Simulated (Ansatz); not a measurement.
A structure relaxed at PBE0-D4/def2-TZVP, charge 0, multiplicity 1:

Cartesian coordinates in Å:
```
C 0.5103 -0.1611 0.5084
C -0.3733 0.2726 -0.3707
Cl -1.3374 -0.7714 -1.3415
H 0.6863 -1.2160 0.6759
H 1.0826 0.5550 1.0854
H -0.5685 1.3209 -0.5575
```

Problem. Give its formula and SMILES.

Solution. C2H3Cl, `C=CCl`.

Problem. Point group (tolerance 0.08 Å, 0.16 Å for H)?

Solution. Cs.

Problem. Summarise the bond lengths by kind.

Solution. 1 × C–C 1.320 Å; 3 × C–H 1.083 Å; 1 × C–Cl 1.721 Å.

Computed with Ansatz.
